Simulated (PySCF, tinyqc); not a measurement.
CIS and TDHF on RHF in the sto-3g basis, for CH2, spin multiplicity 1, step by step. The lowest restricted solution is unstable here: a spin-polarised one lies 0.0402 hartree lower (PySCF). One step of it, computed by the program tinyqc.

Task: TDHF (RPA) singlet states. B(ia,jb) = 2 (ia|jb) - (ib|ja); the squared energies are the eigenvalues of (A - B)(A + B); 1 hartree = 27.211386 eV.

CIS matrix A, singlet (hartree):
```
           1>5        1>6        1>7        2>5        2>6        2>7       3>5        3>6
1>5  10.413765   0.000000   0.000000   0.055954   0.000000   0.000000  0.001154   0.000000
1>6   0.000000  11.037953  -0.009840   0.000000   0.008460   0.004411  0.000000  -0.003648
1>7   0.000000  -0.009840  11.066069   0.000000   0.004258   0.036175  0.000000  -0.005244
2>5   0.055954   0.000000   0.000000   0.703261   0.000000   0.000000  0.002900   0.000000
2>6   0.000000   0.008460   0.004258   0.000000   1.167888  -0.008280  0.000000   0.003102
2>7   0.000000   0.004411   0.036175   0.000000  -0.008280   1.212995  0.000000  -0.021713
3>5   0.001154   0.000000   0.000000   0.002900   0.000000   0.000000  0.328528   0.000000
3>6   0.000000  -0.003648  -0.005244   0.000000   0.003102  -0.021713  0.000000   0.871472
3>7   0.000000  -0.023254   0.005043   0.000000   0.031447  -0.002382  0.000000   0.009037
4>5  -0.030616   0.000000   0.000000  -0.038189   0.000000   0.000000  0.000237   0.000000
4>6   0.000000  -0.016144  -0.002189   0.000000   0.032187  -0.006052  0.000000   0.013044
4>7   0.000000  -0.002338  -0.033075   0.000000  -0.006568  -0.007104  0.000000   0.041126

           3>7        4>5        4>6        4>7
1>5   0.000000  -0.030616   0.000000   0.000000
1>6  -0.023254   0.000000  -0.016144  -0.002338
1>7   0.005043   0.000000  -0.002189  -0.033075
2>5   0.000000  -0.038189   0.000000   0.000000
2>6   0.031447   0.000000   0.032187  -0.006568
2>7  -0.002382   0.000000  -0.006052  -0.007104
3>5   0.000000   0.000237   0.000000   0.000000
3>6   0.009037   0.000000   0.013044   0.041126
3>7   1.037993   0.000000   0.037098  -0.009572
4>5   0.000000   0.034129   0.000000   0.000000
4>6   0.037098   0.000000   0.563581  -0.000324
4>7  -0.009572   0.000000  -0.000324   0.665628
```

Two-electron integrals over orbitals (pq|rs), unique and non-zero (hartree):
```
(11|11) 3.506112    (21|11) -0.289319   (21|21) 0.038247    (22|11) 0.718009
(22|21) -0.006593   (22|22) 0.555353    (31|11) -0.005757   (31|21) 0.000567
(31|22) -0.000847   (31|31) 0.007735    (32|11) -0.000200   (32|21) -0.000421
(32|22) -0.007557   (32|31) 0.013781    (32|32) 0.149003    (33|11) 0.620240
(33|21) -0.002475   (33|22) 0.524939    (33|31) 0.000451    (33|32) 0.005061
(33|33) 0.537304    (41|11) 0.161114    (41|21) -0.017531   (41|22) 0.015784
(41|31) -0.000432   (41|32) 0.000046    (41|33) 0.006633    (41|41) 0.026980
(42|11) -0.069240   (42|21) 0.007434    (42|22) 0.032503    (42|31) 0.000132
(42|32) 0.000054    (42|33) 0.020651    (42|41) 0.013747    (42|42) 0.071506
(43|11) -0.003928   (43|21) 0.000271    (43|22) -0.000713   (43|31) -0.002750
(43|32) 0.017155    (43|33) 0.000872    (43|41) 0.000329    (43|42) 0.001457
(43|43) 0.029977    (44|11) 0.819749    (44|21) -0.013890   (44|22) 0.501694
(44|31) -0.000155   (44|32) 0.000047    (44|33) 0.475551    (44|41) -0.012800
(44|42) -0.079353   (44|43) -0.003338   (44|44) 0.683863    (51|51) 0.021752
(52|51) 0.023332    (52|52) 0.088998    (53|51) 0.000493    (53|52) 0.001322
(53|53) 0.021139    (54|51) -0.012988   (54|52) -0.037411   (54|53) -0.000969
(54|54) 0.051937    (55|11) 0.851980    (55|21) -0.009290   (55|22) 0.546092
(55|31) -0.000168   (55|32) -0.000256   (55|33) 0.493377    (55|41) 0.004640
(55|42) -0.036633   (55|43) -0.002175   (55|44) 0.588412    (55|55) 0.672833
(61|11) -0.233939   (61|21) 0.033391    (61|22) 0.000384    (61|31) 0.002353
(61|32) 0.002753    (61|33) 0.000491    (61|41) -0.005834   (61|42) 0.014063
(61|43) -0.000294   (61|44) -0.019601   (61|55) -0.005980   (61|61) 0.034469
(62|11) 0.244840    (62|21) -0.005799   (62|22) 0.078078    (62|31) 0.001057
(62|32) 0.002217    (62|33) 0.025483    (62|41) 0.014291    (62|42) 0.002308
(62|43) -0.004105   (62|44) 0.080173    (62|55) 0.122570    (62|61) 0.001336
(62|62) 0.096698    (63|11) 0.039908    (63|21) -0.000966   (63|22) 0.012735
(63|31) 0.001120    (63|32) -0.071221   (63|33) 0.002271    (63|41) 0.000133
(63|42) -0.006989   (63|43) -0.023406   (63|44) 0.019309    (63|55) 0.020286
(63|61) -0.000664   (63|62) 0.016636    (63|63) 0.085213    (64|11) 0.090483
(64|21) 0.000696    (64|22) 0.032423    (64|31) -0.001183   (64|32) -0.009333
(64|33) 0.006389    (64|41) 0.004815    (64|42) 0.002270    (64|43) 0.001376
(64|44) 0.046861    (64|55) 0.040656    (64|61) 0.003060    (64|62) 0.044269
(64|63) 0.010749    (64|64) 0.029431    (65|51) 0.017630    (65|52) 0.058198
(65|53) 0.003791    (65|54) -0.015685   (65|65) 0.046965    (66|11) 0.699083
(66|21) -0.005787   (66|22) 0.542725    (66|31) 0.002320    (66|32) 0.030171
(66|33) 0.524440    (66|41) 0.022264    (66|42) 0.056351    (66|43) 0.008453
(66|44) 0.459806    (66|55) 0.508851    (66|61) 0.005697    (66|62) 0.055364
(66|63) -0.018307   (66|64) 0.021601    (66|66) 0.585198    (71|11) 0.033622
(71|21) -0.005106   (71|22) -0.001041   (71|31) 0.013076    (71|32) 0.020872
(71|33) 0.000775    (71|41) 0.000888    (71|42) -0.001820   (71|43) -0.005106
(71|44) 0.002737    (71|55) 0.000817    (71|61) -0.001876   (71|62) 0.001787
(71|63) 0.001914    (71|64) -0.002410   (71|66) 0.003201    (71|71) 0.023306
(72|11) -0.039130   (72|21) 0.000810    (72|22) -0.010903   (72|31) 0.008351
(72|32) -0.006053   (72|33) -0.003955   (72|41) -0.001889   (72|42) 0.001662
(72|43) -0.029405   (72|44) -0.013792   (72|55) -0.019171   (72|61) 0.001864
(72|62) -0.008451   (72|63) 0.044949    (72|64) -0.007556   (72|66) -0.014921
(72|71) 0.013261    (72|72) 0.053937    (73|11) 0.246513    (73|21) -0.006381
(73|22) 0.048552    (73|31) -2.30e-06   (73|32) 0.010147    (73|33) 0.029548
(73|41) -0.001424   (73|42) -0.052658   (73|43) 0.000366    (73|44) 0.124979
(73|55) 0.120268    (73|61) -0.007091   (73|62) 0.071529    (73|63) 0.007270
(73|64) 0.031816    (73|66) 0.006749    (73|71) 0.001137    (73|72) -0.017374
(73|73) 0.114352    (74|11) -0.010782   (74|21) 0.000078    (74|22) -0.000742
(74|31) -0.008895   (74|32) -0.068381   (74|33) -0.003804   (74|41) -0.000734
(74|42) -0.001262   (74|43) 0.013981    (74|44) -0.005217   (74|55) -0.004434
(74|61) -0.002485   (74|62) -0.007814   (74|63) 0.033830    (74|64) 0.004562
(74|66) -0.016270   (74|71) -0.014584   (74|72) -0.007689   (74|73) -0.008880
(74|74) 0.059705    (75|51) -0.002565   (75|52) -0.008762   (75|53) 0.018165
(75|54) 0.002456    (75|65) -0.003635   (75|75) 0.022536    (76|11) 0.006088
(76|21) -0.000683   (76|22) -0.008623   (76|31) 0.009072    (76|32) 0.111611
(76|33) 0.005503    (76|41) -0.002632   (76|42) -0.009060   (76|43) 0.026534
(76|44) 0.009448    (76|55) 0.001844    (76|61) 0.000131    (76|62) -0.004082
(76|63) -0.074521   (76|64) -0.008671   (76|66) 0.021916    (76|71) 0.014203
(76|72) -0.027757   (76|73) 0.017511    (76|74) -0.047224   (76|76) 0.108868
(77|11) 0.765070    (77|21) -0.009653   (77|22) 0.528525    (77|31) -0.002770
(77|32) -0.032366   (77|33) 0.532626    (77|41) 0.003908    (77|42) -0.008275
(77|43) -0.008188   (77|44) 0.534736    (77|55) 0.533903    (77|61) -0.008441
(77|62) 0.042048    (77|63) 0.031370    (77|64) 0.014412    (77|66) 0.519085
(77|71) -0.002850   (77|72) 0.000959    (77|73) 0.060403    (77|74) 0.012084
(77|76) -0.024704   (77|77) 0.580063
```

Give: TDHF matrix B, singlet; squared energies w^2; TDHF energies from the positive w^2.

Result:

TDHF matrix B, singlet (hartree):
```
         1>5      1>6      1>7      2>5      2>6      2>7      3>5      3>6
1>5   0.0218   0.0000   0.0000   0.0233   0.0000   0.0000   0.0005   0.0000
1>6   0.0000   0.0345  -0.0019   0.0000   0.0013   0.0019   0.0000  -0.0007
1>7   0.0000  -0.0019   0.0233   0.0000   0.0017   0.0133   0.0000   0.0109
2>5   0.0233   0.0000   0.0000   0.0890   0.0000   0.0000   0.0013   0.0000
2>6   0.0000   0.0013   0.0017   0.0000   0.0967  -0.0085   0.0000   0.0166
2>7   0.0000   0.0019   0.0133   0.0000  -0.0085   0.0539   0.0000   0.0184
3>5   0.0005   0.0000   0.0000   0.0013   0.0000   0.0000   0.0211   0.0000
3>6   0.0000  -0.0007   0.0109   0.0000   0.0166   0.0184   0.0000   0.0852
3>7   0.0000  -0.0161   0.0011   0.0000   0.0981  -0.0174   0.0000   0.0073
4>5  -0.0130   0.0000   0.0000  -0.0374   0.0000   0.0000  -0.0010   0.0000
4>6   0.0000   0.0031  -0.0023   0.0000   0.0443  -0.0073   0.0000   0.0107
4>7   0.0000  -0.0026  -0.0146   0.0000  -0.0081  -0.0077   0.0000   0.0358

         3>7      4>5      4>6      4>7
1>5   0.0000  -0.0130   0.0000   0.0000
1>6  -0.0161   0.0000   0.0031  -0.0026
1>7   0.0011   0.0000  -0.0023  -0.0146
2>5   0.0000  -0.0374   0.0000   0.0000
2>6   0.0981   0.0000   0.0443  -0.0081
2>7  -0.0174   0.0000  -0.0073  -0.0077
3>5   0.0000  -0.0010   0.0000   0.0000
3>6   0.0073   0.0000   0.0107   0.0358
3>7   0.1144   0.0000   0.0298  -0.0089
4>5   0.0000   0.0519   0.0000   0.0000
4>6   0.0298   0.0000   0.0294   0.0046
4>7  -0.0089   0.0000   0.0046   0.0597
```

squared energies w^2 (hartree^2): -0.0014  0.1075  0.3107  0.4288  0.4862  0.7595  1.0519  1.3521  1.4740  108.4532  121.7688  122.5298

TDHF energies from the positive w^2 (eV): 8.9206  15.1669  17.8193  18.9737  23.7146  27.9088  31.6415  33.0365  283.3818  300.2747  301.2115

A + B or A - B has a negative eigenvalue: the restricted solution is unstable towards a lower one, a negative w^2 means an imaginary energy, and the lowest roots have no physical meaning.
